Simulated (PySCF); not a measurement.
Simulated outer-valence photoelectron spectrum of `FC(F)C1=NC1`. The calculation used EOM-IP-CCSD/aug-cc-pVDZ in PySCF, restricted Hartree–Fock reference, 6 core orbitals frozen, non-relativistic, gas phase, PBE0-D3(BJ)/def2-SVP geometry.

Each root has a Gaussian of 0.5 eV full width with its one-hole share as area; cross sections and vibrations are left out, and the highest printed point is 100.

| ionisation energy (eV) | intensity |
| --- | --- |
| 10.2 | 1 |
| 10.4 | 10 |
| 10.6 | 35 |
| 10.8 | 52 |
| 11.0 | 31 |
| 11.2 | 9 |
| 11.4 | 11 |
| 11.6 | 36 |
| 11.8 | 52 |
| 12.0 | 31 |
| 12.2 | 8 |
| 12.4 | 1 |
| 12.6 | 0 |
| 12.8 | 3 |
| 13.0 | 20 |
| 13.2 | 46 |
| 13.4 | 45 |
| 13.6 | 18 |
| 13.8 | 5 |
| 14.0 | 17 |
| 14.2 | 44 |
| 14.4 | 48 |
| 14.6 | 22 |
| 14.8 | 8 |
| 15.0 | 21 |
| 15.2 | 47 |
| 15.4 | 46 |
| 15.6 | 35 |
| 15.8 | 67 |
| 16.0 | 100 |
| 16.2 | 69 |
| 16.4 | 36 |
| 16.6 | 46 |
| 16.8 | 47 |
| 17.0 | 21 |
| 17.2 | 4 |
| 17.4 | 0 |

Problem. Where are the maxima, and how many lines lie under the curve?

Solution. 7 maxima, at 10.8, 11.8, 13.3, 14.3, 15.3, 16.0 and 16.7 eV, from 8 lines. At this width some lines have no maximum of their own.

Problem. List the lines with their holes.

Solution. 
| E (eV) | leading hole (HF orbital) | area | Koopmans (eV) |
| --- | --- | --- | --- |
| 10.79 | HOMO | 0.95 | 11.63 |
| 11.78 | HOMO-1 | 0.96 | 11.99 |
| 13.29 | HOMO-2 | 0.95 | 15.00 |
| 14.32 | HOMO-3 | 0.95 | 15.89 |
| 15.29 | HOMO-5 | 0.95 | 17.96 |
| 15.96 | HOMO-7 | 0.94 | 18.93 |
| 16.05 | HOMO-6 | 0.94 | 18.11 |
| 16.71 | HOMO-4 | 0.94 | 17.66 |

The widest gap, 1.51 eV, lies between 11.78 and 13.29 eV. Only orbitals with −ε under 21 eV, eight at most, were ionised, so the high end of the curve may lack lines.

Conformer computed: `[F:1][CH:2]([F:3])[C:4]1=[N:5][CH2:6]1`: F1–C2–C4–N5 119°.

One conformer stands for the species.
